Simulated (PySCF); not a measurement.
# MgSi and its ions

PBE0; PySCF, no relativity, basis sets Mg aug-cc-pVDZ, Si aug-cc-pV(D+d)Z. Neutral (UKS): triplet (π ↑↑), Re = 2.555 Å, ωe = 311 cm⁻¹, De = 1.14 eV, HOMO -5.20 eV, LUMO -2.69 eV.

MgSi⁺ (UKS): doublet (π ↑), Re = 2.709 Å, ωe = 279 cm⁻¹, De = 1.80 eV to Mg⁺ + Si. The energies at the minima are -489.25140 hartree for MgSi and -488.99718 for MgSi⁺.

Problem. Work out the adiabatic ionisation energy, without and with harmonic zero-point energies (1 hartree = 27.2114 eV, 1 eV = 8065.5 cm⁻¹), and the change of the bond length.

Solution. At PBE0: 0.25422 hartree = 6.918 eV between the minima; the zero-point term (279.0 − 311.0)/2 cm⁻¹ = -0.002 eV makes it 6.916 eV. Re changes by +15.4 pm against the neutral. The electron leaves a π orbital; in so polar a molecule the change of length follows mostly from the change of the ionic charges.

For an ion De counts to the pair picked by the measured ionisation energies or electron affinities, which need not be the lowest pair at this level. States were picked by a PBE0 search and need not be the measured ground states.
